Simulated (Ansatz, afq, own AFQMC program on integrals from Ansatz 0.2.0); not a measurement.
# Where AFQMC and coupled cluster stand for B2H, doublet

```xyz
3

B    -0.6408    0.0000    0.3847
B     0.6103    0.0000   -0.4832
H     0.3266    0.0000    1.0559
```

Connectivity, by distances: BH–B.

Basis 6-31G. Noble-gas cores (and the filled d shells of Ga–Kr and In–Xe) are frozen. Integrals, coupled cluster, full CI and functionals: Ansatz 0.2.0; the random walks run on the same integrals in our own AFQMC program. The CISD trial takes its coefficients from CCSD amplitudes. Released means that phaseless walkers are propagated on without the constraint, phases kept. Error bars are statistical, one sigma.

Determinant: ROHF, the one that the program's search chose, which needn't be the lowest solution. The geometry is a point of a scan.

Full CI on the same integrals is exact in this basis and with this determinant's frozen core.

Cautions: a spin-contaminated unrestricted determinant lies lower (UHF 1.97 eV lower, ⟨S²⟩ 1.71); the search met a lower determinant of the same kind, perhaps of another symmetry (284 meV lower), and this one is a saddle point; strong correlation (T1 0.053, weight of the determinant 0.77, largest double 0.34); (T) is large, 7 % of the CCSD correlation; the CCSD(T) amplitudes may be one of several solutions (largest double 0.34); the CCSDT(Q) amplitudes may be one of several solutions (largest double 0.39); the CCSDTQ amplitudes may be one of several solutions (largest double 0.39); the released energies have errors that jump between times, so the bars are unsure, so no released level is given (meV from the phaseless value at times in 1/Eh: -18 ± 4 at 0.24, -16 ± 15 at 0.51, -41 ± 3 at 0.99, -64.0 ± 2.2 at 1.62, -74 ± 3 at 2.40); the ph-AFQMC/HF walk drifts between its halves (2.7 errors); the ph-AFQMC/CISD walk drifts between its halves (2.5 errors).

```
T1 diagnostic                               : 0.0530
weight of the determinant in the CISD state : 0.775
size of the correlated space                : 7 electrons in 18 orbitals
```

| level | correlation energy (eV) |
| --- | --- |
| MP2 | -3.6344 |
| CCSD | -4.5637 |
| CCSD(T) | -4.8960 |

Problem. Estimate where full CI lies against CCSD(T) on the same integrals.

Solution. 1.43 mEh below CCSD(T).

Reference: full CI, correlation energy -4.935 eV.

```tsv
level	E − E(reference) (mEh)	share of correlation (%)
CCSD(T)	1.43	99.21
CCSDT	1.38	99.24
CCSDT(Q)	0.14	99.92
CCSDTQ	0.14	99.93
ph-AFQMC/HF	23.66 ± 1.22	86.95
ph-AFQMC/CISD	3.78 ± 0.18	97.92
```

CCSDT and higher add their correlation energy to the determinant of the CCSD(T) run, since their own runs factorise the integrals more tightly (a shift of under 2 meV). A walk keeps the symmetry of its determinant, which the program's search chose and which needn't be the lowest solution, so a lower state of the same spin and another symmetry isn't excluded.
